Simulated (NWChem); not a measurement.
# revM06-L/6-311G(d) run of BHF2 (SMILES FBF)

Aim: the energy change on altering one bond length of BHF2 at revM06-L/6-311G*, from 2 runs. 

The calculation is run with NWChem 7.3.0.

1 further run of the same task is left out (set aside as unsound or not needed).

## 1. The molecule

BHF2 has 4 atoms, charge 0, and is taken as a singlet. SMILES: `FBF`. Geometry: relaxed at PBE0-D4/def2-TZVP.

Bond lengths: F1–B2 1.313 Å, B2–F3 1.313 Å, B2–H4 1.191 Å. Angles: F1–B2–F3 118.1°, F1–B2–H4 121.0°, F3–B2–H4 121.0°.

## 2. A single-point energy at revM06-L/6-311G(d)

File work.nw:

```
start work
title "BF2H"
memory stack 880 mb heap 220 mb global 1100 mb

geometry units angstroms noautosym nocenter noautoz
  F        1.154300       0.456900      -0.361900
  B       -0.001900      -0.031000       0.025200
  F       -1.095400       0.528700      -0.438900
  H       -0.057000      -0.954600       0.775600
end

basis spherical bse
  * library 6-311G*
end

dft
  xc revm06-l
  grid fine
  convergence energy 1e-08
  mulliken
  print low
end

task dft energy
```

Command:

```sh
$ nwchem work.nw > work.out
```

The log of the run:

```text
[...]
 d= 0,ls=0.0,diis     1   -225.1705397615 -2.87D+02  1.32D-02  7.57D-01     0.6
[...]
 d= 0,ls=0.0,diis     8   -225.2396232304  2.07D-09  1.16D-06  4.72D-08     3.6
         Total DFT energy =     -225.239623230405
      One electron energy =     -435.287358373284
           Coulomb energy =      173.572263170060
    Exchange-Corr. energy =      -25.413087269474
 Nuclear repulsion energy =       61.888559242293
[...]
      Total Density - Mulliken Population Analysis
     ---------------------------------------------
    Atom       Charge   Shell Charges
 -----------   ------   -------------------------------------------------------
    1 F    9     9.18   1.08  0.91  1.16  1.10  2.42  0.80  1.70  0.00
    2 B    5     4.55   1.13  0.85  0.46  0.65  0.89  0.13  0.18  0.26
    3 F    9     9.18   1.08  0.91  1.16  1.10  2.42  0.80  1.70  0.00
    4 H    1     1.08   0.28  0.52  0.28
[...]
```

Wall time 4.2 s (1 thread of Intel Xeon at 2.60GHz (Ice Lake), shared host); peak memory 0.11 GiB.

## 3. The distorted shape

File bf2h.nw:

```
start bf2h
title "BF2H"
memory 2200 mb

geometry noautosym nocenter noautoz
  F        1.038680       0.408110      -0.323190
  B       -0.001900      -0.031000       0.025200
  F       -1.095400       0.528700      -0.438900
  H       -0.057000      -0.954600       0.775600
end

basis spherical bse
  * library 6-311G*
end

dft
  xc revm06-l
  mult 1
  grid fine
  convergence energy 1e-08
  mulliken
  print medium
end

task dft
```

Command:

```sh
$ nwchem bf2h.nw > bf2h.out
```

The log of the run:

```text
[...]
          Wavefunction type:  closed shell.
          No. of atoms     :     4
          No. of electrons :    24
[...]
          Charge           :     0
          Spin multiplicity:     1
[...]
          AO basis - number of functions:    57
[...]
              XC Information
              --------------
                     revM06-L Method XC Functional
                      revM06-L Exchange Functional  1.000
                    revM06-L Correlation Potential  1.000
[...]
 d= 0,ls=0.0,diis     1   -225.1622940870 -2.90D+02  1.20D-02  7.12D-01     0.6
[...]
 d= 0,ls=0.0,diis     8   -225.2224468609 -5.81D-09  2.18D-06  2.85D-08     3.7
         Total DFT energy =     -225.222446860915
      One electron energy =     -441.257958554298
           Coulomb energy =      176.518236830359
    Exchange-Corr. energy =      -25.499527348944
 Nuclear repulsion energy =       65.016802211968
[...]
      Total Density - Mulliken Population Analysis
     ---------------------------------------------
    Atom       Charge   Shell Charges
 -----------   ------   -------------------------------------------------------
    1 F    9     9.07   1.08  0.91  1.17  1.10  2.47  0.76  1.56  0.01
    2 B    5     4.61   1.13  0.85  0.52  0.64  0.90  0.11  0.17  0.29
    3 F    9     9.20   1.08  0.91  1.16  1.10  2.43  0.80  1.71  0.00
    4 H    1     1.12   0.28  0.52  0.31
[...]
```

Wall time 4.5 s (1 thread of Intel Xeon at 2.60GHz (Ice Lake), shared host); peak memory 0.11 GiB.

## 4. Results

Level: revM06-L/6-311G*.

| quantity | value |
| --- | --- |
| first shape: total energy | -225.23962 Eh |
| distorted shape: total energy | -225.22245 Eh |
| distorted shape: dipole moment | 0.65 D |
| distorted shape: HOMO energy | -9.31 eV |
| distorted shape: LUMO energy | 0.58 eV |
| distorted shape: HOMO–LUMO gap | 9.88 eV |
| energy change with the F1–B2 bond shortened from 1.313 to 1.182 Å | 0.467 eV |

**Reading.** With the F1–B2 bond shortened from 1.313 to 1.182 Å the energy rises by 0.47 eV (45.1 kJ/mol). The first shape isn't relaxed at this level, so the change isn't measured from a minimum. Mulliken charges (first shape) run from -0.18 on F1 to +0.45 on B2; they depend strongly on the basis.
